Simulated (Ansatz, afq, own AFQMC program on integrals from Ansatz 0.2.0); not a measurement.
## NH3 + S, triplet in cc-pVTZ along one coordinate

```xyz
5

N    -1.7929   -0.0116   -0.0181
H    -2.0902    0.9562   -0.0181
H    -2.0902   -0.4139    0.8622
H    -0.7804   -0.0116   -0.0181
S     0.9391   -0.0116   -0.0181
```

A hydrogen atom is moved from one rigid fragment to the other; the N1–H4 distance tells how far. The two fragments are held close together, so this isn't a minimum-energy path and the start is a compressed complex. Energies in eV count from this geometry (1.012 Å) at the same level; the start stands on UHF, each point on the determinant named.

Basis cc-pVTZ. Noble-gas cores (and the filled d shells of Ga–Kr and In–Xe) are frozen. AFQMC by an in-house program on the Cholesky factors that Ansatz 0.2.0 writes for its CCSD(T) run. ph-AFQMC/CISD is guided by a CISD state made of CCSD amplitudes; releasing the constraint for a short imaginary time cuts its bias at the price of noise, slowly where states lie close. ± is one standard error of the sampling.

Cautions, each for one point or more: lower spins were not checked; unrestricted determinant slightly spin contaminated.

```json
{"r(N1–H4) / Å": "1.109", "det.": "UHF", "T1": "0.016", "weight": "0.86", "⟨S²⟩": "2.03", "B2PLYP": "0.149", "HF": "0.320", "CCSD(T)": "0.188"}
{"r(N1–H4) / Å": "1.158", "det.": "UHF", "T1": "0.017", "weight": "0.86", "⟨S²⟩": "2.04", "B2PLYP": "0.279", "HF": "0.516", "CCSD(T)": "0.338"}
{"r(N1–H4) / Å": "1.206", "det.": "UHF", "T1": "0.018", "weight": "0.85", "⟨S²⟩": "2.05", "B2PLYP": "0.413", "HF": "0.674", "CCSD(T)": "0.487"}
{"r(N1–H4) / Å": "1.255", "det.": "UHF", "T1": "0.022", "weight": "0.85", "⟨S²⟩": "2.05", "B2PLYP": "0.542", "HF": "0.766", "CCSD(T)": "0.624"}
{"r(N1–H4) / Å": "1.352", "det.": "UHF", "T1": "0.024", "weight": "0.85", "⟨S²⟩": "2.04", "B2PLYP": "0.759", "HF": "0.793", "CCSD(T)": "0.835"}
```

Task: Estimate the curve of phaseless AFQMC with a CISD trial, counted from the same start.

Result: 
```json
{"r(N1–H4) / Å": "1.109", "det.": "UHF", "T1": "0.016", "weight": "0.86", "⟨S²⟩": "2.03", "ph-AFQMC/CISD": "0.202 ± 0.006"}
{"r(N1–H4) / Å": "1.158", "det.": "UHF", "T1": "0.017", "weight": "0.86", "⟨S²⟩": "2.04", "ph-AFQMC/CISD": "0.346 ± 0.007"}
{"r(N1–H4) / Å": "1.206", "det.": "UHF", "T1": "0.018", "weight": "0.85", "⟨S²⟩": "2.05", "ph-AFQMC/CISD": "0.501 ± 0.009"}
{"r(N1–H4) / Å": "1.255", "det.": "UHF", "T1": "0.022", "weight": "0.85", "⟨S²⟩": "2.05", "ph-AFQMC/CISD": "0.635 ± 0.008"}
{"r(N1–H4) / Å": "1.352", "det.": "UHF", "T1": "0.024", "weight": "0.85", "⟨S²⟩": "2.04", "ph-AFQMC/CISD": "0.833 ± 0.008"}
```

Weight is that of the determinant in the CISD state; at the start T1 is 0.015 and the weight 0.86, and ⟨S²⟩ is 2.02. Largest departures from phaseless AFQMC with a CISD trial: CCSD(T) -0.014 eV at 1.206 (on UHF) (within the noise), B2PLYP -0.094 eV at 1.255, HF 0.173 eV at 1.206 (on UHF). The walk's constraint bias lies outside its error bars, so these are departures and not errors. Functionals count only at points shown to share the start's state and spin.

A walk keeps the symmetry of its determinant, which the program's search chose and which needn't be the lowest solution, so a lower state of the same spin and another symmetry isn't excluded.
